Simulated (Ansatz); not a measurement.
Here is an Ansatz input file for C5H7N, SMILES C=NC1=CCC1. Write the same calculation for the Python package.

```yaml
crystal:
  periodic: [false, false, false]
  atoms:
    - { symbol: C, position_ang: [2.3611, 0.6381, -0.6083] }
    - { symbol: "N", position_ang: [1.7104, -0.4363, -0.2959] }
    - { symbol: C, position_ang: [0.3139, -0.421, 0.0006] }
    - { symbol: C, position_ang: [-0.6102, -1.3945, 0.3553] }
    - { symbol: C, position_ang: [-1.6945, -0.375, 0.4232] }
    - { symbol: C, position_ang: [-0.746, 0.6295, 0.0583] }
    - { symbol: H, position_ang: [1.8667, 1.6011, -0.6576] }
    - { symbol: H, position_ang: [3.4188, 0.5789, -0.8252] }
    - { symbol: H, position_ang: [-0.5631, -2.4629, 0.5174] }
    - { symbol: H, position_ang: [-2.4759, -0.5492, -0.3491] }
    - { symbol: H, position_ang: [-2.0893, -0.2582, 1.4566] }
    - { symbol: H, position_ang: [-0.9393, 1.0793, -0.9407] }
    - { symbol: H, position_ang: [-0.5526, 1.3703, 0.8654] }
basis:
  gaussian:
    orbitals: def2-SVP
correlation:
  method: mp2
  electrons: all
output:
  forces: true
```

The script, `c5h7n.py`:
```python
"""Single point of C5H7N."""

import ansatz as az
import numpy as np
import pandas as pd

GEOMETRY = """
C     2.36110    0.63810   -0.60830
N     1.71040   -0.43630   -0.29590
C     0.31390   -0.42100    0.00060
C    -0.61020   -1.39450    0.35530
C    -1.69450   -0.37500    0.42320
C    -0.74600    0.62950    0.05830
H     1.86670    1.60110   -0.65760
H     3.41880    0.57890   -0.82520
H    -0.56310   -2.46290    0.51740
H    -2.47590   -0.54920   -0.34910
H    -2.08930   -0.25820    1.45660
H    -0.93930    1.07930   -0.94070
H    -0.55260    1.37030    0.86540
"""


def main() -> None:
    system = az.Crystal.molecule()
    for line in GEOMETRY.strip().splitlines():
        symbol, *xyz = line.split()
        system = system.atom(symbol, [float(v) for v in xyz])

    job = (
        system.calculation()
        .basis(gaussian="def2-SVP")  # atom-centred Gaussian functions
        .correlation("mp2", electrons="all")
        .forces()
    )
    trace = []
    outcome = job.session().plan().execute(on_event=trace.append)
    r = outcome.report
    for event in trace:
        if event["event"] == "mean_field_evaluation" and event["data"]["evaluation"] <= 25:
            print("pass {evaluation:3d}  E = {energy_ev:.6f} eV  gradient {gradient_ev:.1e}".format(**event["data"]))

    for key in ("converged", "free_energy_ev", "reference_energy_ev", "n_frozen", "n_occupied", "n_virtual"):
        print(f"{key:22s} {r[key]}")

    parts = r["correlation"]
    for name in ("random_phase", "coupled_cluster", "perturbative"):
        if name in parts:
            print(f"{name:16s} {parts[name]['energy']['hartree']:12.7f} Ha")
    if "second_order" in parts:
        pair = parts["second_order"]
        print(f"MP2 same spin {pair['same_spin']['hartree']:.7f} Ha, opposite spin {pair['opposite_spin']['hartree']:.7f} Ha")

    symbols = [site.symbol for site in system.cartesian_sites]
    print("forces (eV/A)")
    for symbol, f in zip(symbols, r["forces_ev_ang"]):
        print(f"  {symbol:2s} {f[0]:9.4f} {f[1]:9.4f} {f[2]:9.4f}")

    charges = r["charge_distribution"]
    table = pd.DataFrame({"atom": symbols, "mulliken": charges["mulliken_charges_e"], "lowdin": charges["lowdin_charges_e"]})
    print(table.round(3).to_string())
    print("dipole (e A):", np.round(charges["dipole_moment_e_ang"], 4) + 0.0)


if __name__ == "__main__":
    main()
```

```console
$ python c5h7n.py
pass   1  E = -6733.453788 eV  gradient 3.3e+01
pass   2  E = -6733.464192 eV  gradient 3.3e+01
pass   3  E = -6736.239018 eV  gradient 1.4e+01
pass   4  E = -6736.716899 eV  gradient 4.8e+00
pass   5  E = -6736.790149 eV  gradient 1.2e+00
pass   6  E = -6736.794205 eV  gradient 3.5e-01
pass   7  E = -6736.794982 eV  gradient 1.8e-01
pass   8  E = -6736.794774 eV  gradient 1.8e-01
pass   9  E = -6736.794971 eV  gradient 2.4e-04
pass  10  E = -6736.794971 eV  gradient 2.8e-04
pass  11  E = -6736.794971 eV  gradient 2.8e-06
pass  12  E = -6736.794971 eV  gradient 2.7e-06
pass  13  E = -6736.888989 eV  gradient 2.6e+00
pass  14  E = -6736.897519 eV  gradient 2.6e+00
pass  15  E = -6736.946558 eV  gradient 1.3e+00
pass  16  E = -6737.003324 eV  gradient 2.2e-01
pass  17  E = -6737.003273 eV  gradient 2.2e-01
pass  18  E = -6736.786203 eV  gradient 7.4e-02
pass  19  E = -6736.794971 eV  gradient 2.7e-06
converged              True
free_energy_ev         -6759.980816104551
reference_energy_ev    -6736.794971280977
n_frozen               0
n_occupied             [22, 22]
n_virtual              [97, 97]
MP2 same spin -0.2111979 Ha, opposite spin -0.6408661 Ha
forces (eV/A)
  C    -1.5712   -1.0852    0.5112
  N    -0.5496   -0.2864    0.1637
  C     0.9386   -1.1028   -0.0230
  C     1.8731    0.5203   -0.4846
  C    -3.0815   -2.9377    1.1338
  C     2.6354    3.9507   -1.2024
  H    -0.1206    0.7427   -0.0939
  H     0.4371   -0.0697   -0.0823
  H     0.0421   -0.3695    0.0504
  H    -0.1168    0.1387    0.6819
  H    -0.3879   -0.0661   -0.5862
  H     0.0845    0.3830    0.5909
  H    -0.1833    0.1819   -0.6597
   atom  mulliken  lowdin
0     C     0.048   0.039
1     N    -0.232   0.065
2     C     0.040  -0.131
3     C    -0.158   0.002
4     C     0.028  -0.009
5     C    -0.024  -0.010
6     H     0.031  -0.029
7     H     0.061  -0.015
8     H     0.009   0.004
9     H     0.051   0.022
10    H     0.051   0.022
11    H     0.047   0.020
12    H     0.047   0.020
dipole (e A): [-0.1382  0.3005 -0.0188]
```

What to keep in mind:
- These settings explore the input space; basis and method may be short of convergence.
- The geometry is a force-field or estimated start, not a minimum of this method, and the basis set is short of its limit.
- The Löwdin charges here are taken after orthogonalising the functions within each atom; they differ from plain Löwdin charges, and their signs can be unphysical.
- Early passes use coarser integrals and grids, so their energies can't be compared with the last.
- Hardware and time: 6.5 s on 1 thread of Arm Neoverse V2, on a shared host, peak memory 0.43 GiB.

(A comment or docstring line of the script was reworded after the run, the code is as it ran; lines on the test bed's own set-up are left out of the output.)
